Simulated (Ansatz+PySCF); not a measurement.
**singlet C2H(-): levels of theory in one basis**

```xyz
3

H     0.0000    0.0000   -1.5748
C     0.0000    0.0000   -0.4939
C     0.0000    0.0000    0.7564
```

Basis set: aug-cc-pVDZ (spherical functions). Frozen core: 2 orbitals. Charge -1, multiplicity 1.

Computed with Ansatz (development build ahead of 0.2.0); each method stands on the lowest determinant of its kind that the runs found. NEVPT2 correlates all electrons. Active spaces start from the frontier orbitals, and the lowest solution found is given.

```csv
method,E − E(RHF) (eV),<S²> of the determinant
RHF,0.00,0.00
RHF-MP2,-7.38,–
RHF-CCSD,-7.71,–
RHF-CCSD(T),-8.13,–
"CASSCF(10,9)",-3.28,–
"CASSCF(2,2)",-0.55,–
"SC-NEVPT2(2,2)",-7.51,–
```

**Question.** What does SC-NEVPT2(10,9) give on the same scale?

**Answer.** -7.16 eV. NEVPT2 here correlates all electrons, so it doesn't share the others' frozen core.

**Question.** Is a single determinant a sound starting point here?

**Answer.** By this sign, yes. Unrestricted orbitals gain 0.00 eV and <S²> is 0.00 against 0.00 for a pure state. The CASSCF(10,9) natural occupations are 2.00, 1.98, 1.96, 1.94, 1.94, 0.06, 0.06, 0.03, 0.02. The CASSCF(2,2) natural occupations are 1.94, 0.06.

Caution for CASSCF(2,2): other starts end on other solutions of this active space.
